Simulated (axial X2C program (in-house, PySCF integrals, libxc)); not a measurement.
## Working with the constants of N₂

A bond curve at the CCSD(T) level, 2c, was computed with an axial X2C code built on PySCF integrals (basis N dyall-av3z [7s7p3d2f] (cores contracted in-house)) for the state Ω = 0 (closed shell). Its fit gives Re = 1.1033 Å, ωe = 2342.4 cm⁻¹, ωexe = 14.1 cm⁻¹ and αe = 1.713e-02 cm⁻¹; the masses are 14.0031 and 14.0031 u. Two-component means X2C with spin–orbit coupling and atomic mean-field Coulomb and Gaunt terms.

Correlated methods: 10 electrons correlated (number of frozen shells: N 1 s), 198 virtual spin orbitals or spinors in MP2, 114 natural virtuals in coupled cluster.

Problem. Find the reduced mass, Be and the force constant.

Solution. From the CCSD(T) values: μ = 7.0015 u. Be = 16.8576/(μ Re²) = 1.978 cm⁻¹. k = 5.8918×10⁻⁷ μ ωe² = 22.6 mdyn/Å.

Problem. Give B0 and the most populated J at 300 K (kT = 208.5 cm⁻¹).

Solution. B0 = Be − αe/2 = 1.969 cm⁻¹; J(max) ≈ √(kT/2B0) − 1/2 = 6.8, so J = 7, nuclear-spin weights apart.

Problem. Estimate the centrifugal constant by the Kratzer relation.

Solution. D = 4Be³/ωe² = 5.64e-06 cm⁻¹.

Problem. Where do the fundamental and the first overtone lie?

Solution. ν(1←0) = ωe − 2ωexe = 2314.2 cm⁻¹; ν(2←0) = 2ωe − 6ωexe = 4600.2 cm⁻¹.

Problem. A Morse curve ties αe to the other constants (Pekeris). How well does that hold?

Solution. αe(Morse) = 6Be²/ωe × (√(ωexe/Be) − 1) = 1.673e-02 cm⁻¹; the CCSD(T) curve gives 1.713e-02 cm⁻¹, a ratio of 0.98.

The state is one determinant whose occupation by symmetry is held fixed; it was picked as the lowest of a PBE0 search that is not exhaustive. Coupled cluster ran in a truncated set of natural virtual spinors; the MP2 energy of the rest was added. (T) has no such correction and the atoms are truncated less, which lowers De at CCSD(T) by a hundredth of an eV or more.
